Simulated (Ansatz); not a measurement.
# C4H7ClO, SMILES C=C(Cl)COC: a ranking of conformers

Run with Ansatz's Python interface.

`conformers.py`
```python
"""Conformer energies of C4H7ClO."""

import ansatz as az
from rdkit import Chem
from rdkit.Chem import AllChem

rd = Chem.AddHs(Chem.MolFromSmiles("C=C(Cl)COC"))
ids = list(AllChem.EmbedMultipleConfs(rd, numConfs=20, randomSeed=753, pruneRmsThresh=0.4))
field = [energy for _, energy in AllChem.MMFFOptimizeMoleculeConfs(rd)]
distinct = {round(e, 2): i for i, e in zip(ids, field)}
chosen = sorted(distinct.items())[:5]
found = []
for force_field, index in chosen:
    geometry = az.Crystal.molecule()
    for atom, xyz in zip(rd.GetAtoms(), rd.GetConformer(index).GetPositions()):
        geometry = geometry.atom(atom.GetSymbol(), xyz.round(5).tolist())
    base = (
        geometry.calculation()
        .basis(gaussian="6-31G*")
        .functional("B3LYP")
    )
    found.append(base.run().report["free_energy_ev"])
print("conformer   MMFF (kcal/mol)   this level (eV)")
for (force_field, index), e in zip(chosen, found):
    print(f"{index:9d} {force_field - chosen[0][0]:17.2f} {(e - min(found)):17.3f}")
```

```console
$ python conformers.py
conformer   MMFF (kcal/mol)   this level (eV)
        0              0.00             0.007
        3              1.02             0.000
        2              1.53             0.052
        5              2.30             0.129
```

Reading the output:
- The conformers keep their force-field geometries.
- b3lyp holds the VWN-RPA fit, as in Gaussian; the form of ORCA and Turbomole is b3lyp5.
- Hardware and time: 22 s on 1 thread of Arm Neoverse V1 (shared host), peak memory 0.35 GiB.
